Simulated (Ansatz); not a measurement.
Ligand exchange: BH(CH3)F + NaSH → BH(CH3)(SH) + NaF

Species: BH(CH3)F, singlet; NaSH `[Na][SH]`, singlet; BH(CH3)(SH), singlet; NaF, singlet. The partners trade F for SH: B–F and Na–SH bonds give way to B–SH and Na–F.

Shapes, held fixed at every level: PBE0-D4/def2-TZVP. Flexible molecules stand in one conformer, not always the lowest. Programs: Ansatz 0.2.0. The zero-point and thermal change to 298 K, harmonic and unscaled (PBE0-D4/def2-TZVP), is +1.9 kJ/mol.

(1) Estimate ΔH(298 K) of this reaction.

## Answers

(1) The highest level, CCSD(T)/def2-TZVPP, gives ΔH(298 K) = +56.8 kJ/mol; the levels span +50.8 to +85.1. The column of differences is taken from that level and isn't an error. No measured value is set beside it here. Correlated rows may include outer-core shells of Na, which these sets cover unevenly. Times are processor times on shared x86 and Arm servers, and rough.

```tsv
level	kind	ΔH(298 K) (kJ/mol)	less CCSD(T)/def2-TZVPP	CPU time (sum over the molecules)
HF/def2-TZVPP	Hartree–Fock	+85.1	+28.3	–
r2SCAN-D4/def2-TZVPP	meta-GGA	+50.8	-6.0	16 s
BHLYP-D4/def2-TZVPP	global hybrid	+63.2	+6.4	8.9 s
PBE0-D4/def2-TZVPP	global hybrid	+52.1	-4.7	9.7 s
r2SCAN0-D4/def2-TZVPP	global hybrid	+56.7	-0.1	15 s
wB97M-V/def2-TZVPP	range-separated hybrid	+57.6	+0.8	36 s
CCSD(T)/def2-TZVPP	coupled cluster or CI	+56.8	0.0	75 s
```
